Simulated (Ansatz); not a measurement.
The cluster Na2Cl⁺. Total charge 1; triplet. Geometry PBE0-D4/def2-TZVP, that of the neutral doublet; atoms count from 1.

```xyz
3

Na   -1.484    0.917    0.037
Na    1.170   -0.470   -1.207
Cl    0.314   -0.448    1.170
```

At PBE0-D4/def2-TZVP a singlet of charge 1 lies 5.71 eV below the triplet, each at its own geometry. The structure comes from a short search, and lower isomers may exist.

**Question.** Estimate the Mulliken populations from the PBE0/def2-TZVP orbitals of Ansatz.

**Answer.** 
```csv
atom,charge (e),spin (α − β)
Na1,0.43,0.50
Na2,0.43,0.50
Cl3,0.14,1.00
```
Mulliken values and Mayer orders depend strongly on the basis.

**Question.** Where does the spin sit?

**Answer.** Summed by element: Na 1.00, Cl 1.00, of 2 unpaired in all. Largest on single atoms: Cl3 1.00, Na2 0.50, Na1 0.50.

**Question.** And the Mayer bond orders between bonded heavy atoms (over 0.3)?

**Answer.** Na1–Na2 0.49 (3.24 Å).
